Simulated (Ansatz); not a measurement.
Input for Ansatz (development build ahead of 0.2.0):

```yaml
crystal:
  periodic: [false, false, false]
  atoms:
    - { symbol: Li, position_ang: [0.0, 0.0, 0.0] }
    - { symbol: Al, position_ang: [1.03961, 1.38615, 3.0011] }
basis:
  gaussian: { orbitals: "6-31G" }
hamiltonian:
  xc: hf
correlation:
  method: fci
  frozen_orbitals: { Al: 5, Li: 0 }
```

The input is written out in the form of the current development build from the run's settings.

Results

```
Converged    : yes
Total energy : -249.33976 hartree
State        : lowest singlet root, of any spatial symmetry
```
